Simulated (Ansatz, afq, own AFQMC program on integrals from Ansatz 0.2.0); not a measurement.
## ZrHCl₂O, quartet in def2-TZVP, levels against AFQMC with the constraint released

```json
{"atom": "O", "x (Å)": "-0.2549", "y (Å)": "0.7950", "z (Å)": "1.5510"}
{"atom": "Zr", "x (Å)": "0.0446", "y (Å)": "-0.5045", "z (Å)": "0.1840"}
{"atom": "Cl", "x (Å)": "1.6535", "y (Å)": "-2.1486", "z (Å)": "-0.9932"}
{"atom": "Cl", "x (Å)": "-0.8634", "y (Å)": "-1.8768", "z (Å)": "-1.8089"}
{"atom": "H", "x (Å)": "-0.4038", "y (Å)": "1.4469", "z (Å)": "2.2360"}
```

Connectivity, by distances: OH–Zr(–Cl)–Cl.

Basis def2-TZVP with its core potentials. Only valence electrons are correlated. AFQMC by an in-house program on the Cholesky factors that Ansatz 0.2.0 writes for its CCSD(T) run. The CISD trial takes its coefficients from CCSD amplitudes. Released means that phaseless walkers are propagated on without the constraint, phases kept. Uncertainties: one standard error, sampling alone. No spin–orbit coupling. The metal's outer-core s and p shells are frozen, which shifts wave-function levels against functionals.

Determinant: UHF, the one that the program's search chose, which needn't be the lowest solution. The geometry is a PBE0/def2-SVP stationary point of this or a neighbouring charge and spin state.

No full CI on the walks' own integrals is used here. The released AFQMC energy serves as the reference, which it does only where one determinant dominates, the energy is flat over the last release times and near the phaseless one (40 meV or 2 meV an electron, half that with transition metals). On small molecules, where full CI could be run and the noise was under 10 meV, such values lay within 10 meV of it in 19 cases of 20, a flattering rate, since the rule was set on those same cases; what remains of the bias isn't in the error bar.

Cautions: no spin-orbit coupling; outer-core shells of the metal frozen; higher spins were not checked; the shape changed its bonds on relaxing; the released value is read at 1.20 1/Eh with a noise of 28 meV, more than in the cases checked (meV from the phaseless value at times in 1/Eh: -20 ± 15 at 0.24, -42 ± 18 at 0.48, -34 ± 20 at 0.80, -22 ± 28 at 1.20); released reference can be 30 meV off for metals.

```
T1 diagnostic                               : 0.0160
weight of the determinant in the CISD state : 0.779
⟨S²⟩ of the determinant                     : 3.782
size of the correlated space                : 25 electrons in 136 orbitals
```

```json
{"level": "MP2", "correlation energy (eV)": "-18.3656"}
{"level": "CCSD", "correlation energy (eV)": "-19.3839"}
{"level": "CCSD(T)", "correlation energy (eV)": "-20.2202"}
```

(1) Estimate where phaseless AFQMC with a CISD trial lies against CCSD(T) on the same integrals.

(1) 10.1 ± 16.6 meV below CCSD(T). The gap is under twice the noise, so this walk alone can't tell the two apart.

Reference: AFQMC with the constraint released, correlation energy -20.252 ± 0.028 eV.

```json
{"level": "CCSD(T)", "E − E(reference) (meV)": "31.6 ± 27.9", "share of correlation (%)": "99.84"}
{"level": "ph-AFQMC/CISD", "E − E(reference) (meV)": "21.5 ± 32.5", "share of correlation (%)": "99.89"}
```

Released energies are given only where the last usable release times agree within the noise; a slower fall can still hide under it.
